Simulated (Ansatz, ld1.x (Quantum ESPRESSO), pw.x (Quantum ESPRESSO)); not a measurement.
**Cd: does the PAW potential hold in the solid?**

Cd, PAW, made with ld1.x (Quantum ESPRESSO) 7.5 (LDA (PW92), scalar-relativistic). Core [Ar] 3d10, reference 4s2 4p6 4d10 5s0 5p0 (charge +2). Waves: 4s (bound): rcut 1.15, rcutus 1.30 bohr; 5s (bound, empty): rcut 1.15, rcutus 1.30 bohr; 4p (bound): rcut 1.35, rcutus 1.50 bohr; 5p (bound, empty): rcut 1.35, rcutus 1.50 bohr; 4d (bound): rcut 1.30, rcutus 1.60 bohr; 4d channel at -1.95 Ry: rcut 1.30, rcutus 1.60 bohr. Local part: all-electron potential smoothed inside 1.25 bohr (lloc = -1). Core correction: Bessel-smoothed model core, default radius (core density twice the valence density). Augmentation charge: BESSEL, radius 1.10 bohr.

Atomic tests: largest excitation error: -7.4 meV (all-electron minus pseudo) for 4s2 4p6 4d8 5s0 5p0, out of 7 test configurations; lowest eigenvalue of the overlap operator: -0.07 (p channel); it is negative, so in a basis up to 400 Ry S is not positive definite.

Crystal test: fcc Cd in pw.x 7.5, no spin, 13³ k-points, Fermi–Dirac smearing 0.01 Ry, cutoffs 100/800 Ry. The lattice is a test structure that the element need not adopt, and mesh and smearing are coarse.

pw.x input:

```
&control
  calculation='scf', prefix='x', pseudo_dir='./', outdir='./tmp', tstress=.true., disk_io='low'
/
&system
  ibrav=0, nat=1, ntyp=1, ecutwfc=100, ecutrho=800, nbnd=18,
  occupations='smearing', smearing='fd', degauss=0.01
/
&electrons
  conv_thr=1e-09, mixing_beta=0.4, electron_maxstep=70
/
ATOMIC_SPECIES
Cd 1.0 Cd.UPF
CELL_PARAMETERS angstrom
  0.00000000 2.15465011 2.15465011
  2.15465011 0.00000000 2.15465011
  2.15465011 2.15465011 0.00000000
ATOMIC_POSITIONS crystal
Cd 0.0000 0.0000 0.0000
K_POINTS automatic
13 13 13 0 0 0
```

```bash
pw.x < Cd.scf.in > Cd.scf.out
```

How does the run end?

Failed (cdiaghg: S matrix not positive definite). The atomic test gives a lowest overlap eigenvalue of -0.07 in the p channel. The ghost test of this file was not conclusive. Its overlap operator is not positive definite. The log shows:

```
Message from routine setup:
     using ibrav=0 with symmetry is DISCOURAGED, use correct ibrav instead
     lattice parameter (alat)  =       5.7583  a.u.
     unit-cell volume          =     135.0072 (a.u.)^3
     number of electrons       =        20.00
     number of Kohn-Sham states=           18
     kinetic-energy cutoff     =     100.0000  Ry
     charge density cutoff     =     800.0000  Ry
     scf convergence threshold =      1.0E-09
     Exchange-correlation= SLA  PW   NOGX NOGC
     number of k points=    84  Fermi-Dirac smearing, width (Ry)=  0.0100
     iteration #  1     ecut=   100.00 Ry     beta= 0.40
     total energy              =    -591.01176452 Ry
     estimated scf accuracy    <      18.00360645 Ry
     iteration #  2     ecut=   100.00 Ry     beta= 0.40
     total energy              =    -595.96655238 Ry
     estimated scf accuracy    <       0.65207722 Ry
     iteration #  3     ecut=   100.00 Ry     beta= 0.40
     total energy              =    -596.02968716 Ry
     estimated scf accuracy    <       0.04882504 Ry
     iteration #  4     ecut=   100.00 Ry     beta= 0.40
     total energy              =    -596.04112533 Ry
     estimated scf accuracy    <       0.00029110 Ry
     iteration #  5     ecut=   100.00 Ry     beta= 0.40
     Error in routine cdiaghg (70):
     S matrix not positive definite
```
